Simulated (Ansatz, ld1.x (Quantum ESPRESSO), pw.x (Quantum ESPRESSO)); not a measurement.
**Se (sc): variants of one PAW potential in the solid**

* Element: Se (Z = 34)
* Generator: ld1.x (Quantum ESPRESSO) 7.5
* Type: PAW
* Functional: LDA (PW92)
* Relativity: scalar-relativistic
* Frozen core: [Ar] 3d10
* Valence charge: 6
* Reference configuration: 4s2 4p4
* Partial waves: 4s (bound): rcut 1.45, rcutus 1.70 bohr; 4s channel at 3.4 Ry: rcut 1.45, rcutus 1.70 bohr; 4p (bound): rcut 1.50, rcutus 1.70 bohr; 4p channel at 0.05 Ry: rcut 1.50, rcutus 1.70 bohr; 4d channel at 0.35 Ry: rcut 1.45, rcutus 1.70 bohr
* Local potential: all-electron potential smoothed inside 1.50 bohr (lloc = -2)
* Core correction: none
* Augmentation charge: PSQ, inside the norm-conserving radii

Crystal test: sc Se in pw.x 7.5, no spin, 12³ k-points, Fermi–Dirac smearing 0.01 Ry, cutoffs set for each file from its atomic test. The reference is all-electron LAPW (Ansatz 0.2.0) with the same functional, mesh and smearing; V0 and B0 come from Birch–Murnaghan fits to the pressures at five volumes. Errors are pseudo minus all-electron; Δ is the rms difference of the E(V) curves that follow from these fits, minima aligned, over ±6 % about the mean V0. Mesh and smearing are coarse, so the numbers serve the comparison and aren't converged zero-temperature values; the lattice is a test structure that the element need not adopt.

All-electron: a0 = 2.771 Å (V0 = 21.28 Å³/atom), B0 = 85.9 GPa.

1 further variants are left out: they gave no file fit for a test, a broken result, the same result as the base, or pressures whose basis-set error rivals the error shown.

```csv
change,cutoffs (Ry),pw.x,a0 (Å),a0 error (%),B0 error (%),Δ (meV/atom),mean pressure error (GPa)
base,40/320,converged,2.767,-0.14,+0.6,1.6,-0.34
"all radii scaled by about 1.07 (s 1.82, p 1.82, d 1.82 bohr, rcut 1.54/1.60/1.54); local potential all-electron potential smoothed inside 1.60 bohr (lloc = -2)",40/320,converged,2.768,-0.11,+0.7,1.4,-0.29
core correction a·sin(br)/r model core inside 1.76 bohr,40/320,converged,2.768,-0.10,+0.6,1.2,-0.25
"reference 4s2 4p3; added wave 4d channel at 2.9 Ry: rcut 1.45, rcutus 1.70 bohr",40/320,converged,2.768,-0.10,+0.5,1.2,-0.26
"waves 4s (bound): rcut 1.45, rcutus 2.10 bohr; 4s channel at 3.4 Ry: rcut 1.45, rcutus 2.10 bohr",40/320,converged,2.767,-0.15,+0.7,1.8,-0.37
```
